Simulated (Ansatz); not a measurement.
Ladder of methods for the bulk modulus of trigonal Te

Reference value: 19 GPa (measured, temperature not stated, no zero-point or thermal correction; as tabulated in Yi et al. (2018), arXiv:1712.00894).

| level (code) | value (GPa) | cell (Å³/atom) |
|---|---|---|
| LDA (Ansatz) | 37.3 | 31.29 |
| PBE (Ansatz) | (withheld) | 35.10 |
| PBE+SOC (Ansatz) | 16.7 | 35.32 |
| PBEsol (Ansatz) | 32.6 | 32.03 |
| PBEsol+SOC (Ansatz) | (withheld) | 32.16 |
| r²SCAN (Ansatz) | 12.3 | 36.40 |
| r²SCAN+SOC (Ansatz) | 12.3 | 36.51 |

Question: Fill in the missing entries.

Answer: 
- PBE (Ansatz, a first-principles code), value (GPa): 17.3
- PBEsol+SOC (Ansatz), value (GPa): 32.0

Differences against the reference: LDA +96 %, PBE -8.9 %, PBE+SOC -12.1 %, PBEsol +72 %, PBEsol+SOC +68 %, r²SCAN -35 %, r²SCAN+SOC -35 %.

The reference's temperature isn't stated, so close values are not ranked against it. Off by more than 20 %, or 28 % on the side where a correction would as a rule narrow the miss (bounds picked here): LDA (+96 %), PBEsol (+72 %), PBEsol+SOC (+68 %), r²SCAN+SOC (-35 %), r²SCAN (-35 %).

The measured value isn't corrected to a static lattice, so vibrations enter the comparison. A static lattice is as a rule stiffer than a warm one, by over a tenth in soft solids.  LDA: LDA has no dispersion term either, though it tends to give short spacings of layers, chains or molecules. PBE, PBE+SOC, PBEsol, PBEsol+SOC, r²SCAN, r²SCAN+SOC: the cell comes from a level without a dispersion term, which matters for the spacing of layers, chains or molecules. r²SCAN, r²SCAN+SOC: for a layered or molecular solid the relaxed cell lies over 5 % above the published volume, where the minimum can be shallow. Each level is taken at its own relaxed cell. Cutoffs differ between the levels. Ansatz's density-functional and Hartree–Fock values are scalar-relativistic unless marked +SOC, with PAW data made under PBE.

Differences are worked out from the printed values.
